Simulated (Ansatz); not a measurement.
**CH4FNS: one species, many methods**

The task here is to estimate one member of a computed series from the others.

Method: functionals in def2-TZVPP, the program's frozen cores in correlated methods; program: Ansatz 0.2.0, Gaussian basis.

The runs, in order: LDA (SPW92), PBE-D4, revPBE-D4, BLYP-D4, r2SCAN-D4, B97M-V, PBE0-D4, B3LYP-D4, r2SCANh-D4, r2SCAN0-D4, HSE06-D4, BHLYP-D4, CAM-B3LYP-D4, LC-ωPBE, ωB97X-V, ωB97M-V, B2PLYP, PBE-QIDH; CCSD(T)/def2-SVP; CCSD(T)/def2-TZVPP; MP2/def2-QZVPP; extrapolation to the limit; RPA on PBE.

## The geometry

All runs share one geometry, relaxed beforehand with PBE0-D4 in a triple-zeta def2 set.

SMILES `NC(F)S`, 8 atoms, charge 0, spin multiplicity 1.

Atoms are counted from 1 here; the program's logs count them from 0.

Bond lengths: N1–C2 1.406 Å, N1–H5 1.011 Å, N1–H6 1.008 Å, C2–F3 1.377 Å, C2–S4 1.827 Å, C2–H7 1.091 Å, S4–H8 1.343 Å. Angles: C2–N1–H5 113.9°, C2–N1–H6 113.4°, H5–N1–H6 111.4°, N1–C2–F3 110.2°, N1–C2–S4 111.6°, N1–C2–H7 109.8°, F3–C2–S4 108.3°, F3–C2–H7 107.1°, S4–C2–H7 109.7°, C2–S4–H8 96.8°.

Geometry (Å):

```xyz
8

N     0.0238    1.1415   -0.5111
C     0.3445   -0.0510    0.1614
F     1.4407   -0.6451   -0.4229
S    -1.0416   -1.2401    0.1222
H    -0.5310    1.0050   -1.3446
H    -0.3810    1.8426    0.0886
H     0.6123    0.1683    1.1960
H    -0.3754   -2.2782    0.6547
```

The first run:

File in.yaml:

```yaml
crystal:
  periodic: [false, false, false]
  atoms:
    - {symbol: N, position_ang: [0.023816, 1.141458, -0.511124]}
    - {symbol: C, position_ang: [0.344473, -0.050985, 0.161409]}
    - {symbol: F, position_ang: [1.440742, -0.645136, -0.422936]}
    - {symbol: S, position_ang: [-1.041591, -1.240130, 0.122248]}
    - {symbol: H, position_ang: [-0.531046, 1.005001, -1.344635]}
    - {symbol: H, position_ang: [-0.380970, 1.842592, 0.088564]}
    - {symbol: H, position_ang: [0.612276, 0.168319, 1.196016]}
    - {symbol: H, position_ang: [-0.375400, -2.278219, 0.654657]}
basis:
  gaussian: {orbitals: def2-TZVPP}
hamiltonian: {xc: lda}
output: {orbitals: {seedname: orbitals}}
```

Launch:

```
$ ansatz run in.yaml --threads 2 --pin off --events-out ev --progress --plain --max-ram 4352MiB
```

Steps of the session up to this table: LDA; PBE-D4 (GGA); revPBE-D4 (GGA); BLYP-D4 (GGA); r2SCAN-D4 (meta-GGA); B97M-V (meta-GGA); B3LYP-D4 (hybrid); r2SCANh-D4 (hybrid); r2SCAN0-D4 (hybrid); HSE06-D4 (hybrid); BHLYP-D4 (hybrid); CAM-B3LYP-D4 (range-separated); LC-ωPBE (range-separated); ωB97X-V (range-separated); ωB97M-V (range-separated); B2PLYP (double hybrid); PBE-QIDH (double hybrid).

One table of the session follows, with a row left open; its other results are not shown here.

It belongs to the step «Orbital energies across the functionals». 

| functional | HOMO (eV) | gap (eV) |
| --- | --- | --- |
| LDA (SPW92) | -6.16 | 5.17 |
| PBE-D4 | -6.02 | 5.23 |
| revPBE-D4 | -5.97 | 5.26 |
| BLYP-D4 | ? | ? |
| r2SCAN-D4 | -6.32 | 5.86 |
| B97M-V | -6.41 | 5.83 |
| PBE0-D4 | -7.33 | 7.48 |
| B3LYP-D4 | -7.09 | 6.93 |
| r2SCANh-D4 | -6.80 | 6.69 |
| r2SCAN0-D4 | -7.52 | 7.91 |
| HSE06-D4 | -6.92 | 6.70 |
| BHLYP-D4 | -8.51 | 9.50 |
| CAM-B3LYP-D4 | -8.73 | 9.84 |
| LC-ωPBE | -10.16 | 12.57 |
| ωB97X-V | -9.77 | 12.01 |
| ωB97M-V | -9.60 | 11.52 |

**Question.** Estimate the row for BLYP-D4.

Worked estimate for «HOMO (eV)». Against the share of exact exchange, B3LYP-D4 (0.2, -7.09), BHLYP-D4 (0.5, -8.51) give a slope of -4.73 per unit share; at 0 the line stands at -6.14.

**Answer.** HOMO (eV): -5.88; gap (eV): 5.14. In «HOMO (eV)» the line misses by -0.26.
